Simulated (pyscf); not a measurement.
Structures and frequencies: ωB97X-D3(BJ)/def2-SVP in PySCF. MP2 and CC: frozen core, UHF for open shells. ΔMP2 is the change of the MP2 total energy from the triple- to the quadruple-zeta basis.

Question: What is the homolytic dissociation enthalpy (298 K, CCSD(T)/def2-TZVPP + ΔMP2(QZVPP)) of the O–Sn bond of H₃C–O–SnH₃, to H₃C–O• + SnH₃•?

Answer: O–Sn to H₃C–O• + SnH₃•: 3.45 eV. H₃C–O–SnH₃ lies 0.86 eV over its isomer H₃C–SnH₂–OH, and others may lie lower still (electronic energy, ωB97M-D3(BJ)). H₃C–O• lies 0.30 eV over its isomer •H₂C–OH, and others may lie lower still (electronic energy, ωB97M-D3(BJ)). The CCSD(T) − MP2 part came from Ansatz, without density fitting, on the same reference. The frozen core leaves the outer d or s,p core shells of the metals and heavy elements correlated in the MP2 and CC values, and def2-TZVPP describes them poorly, which can shift differences by a few kcal/mol. Elements past Kr carry the def2 core potentials, without spin-orbit coupling.
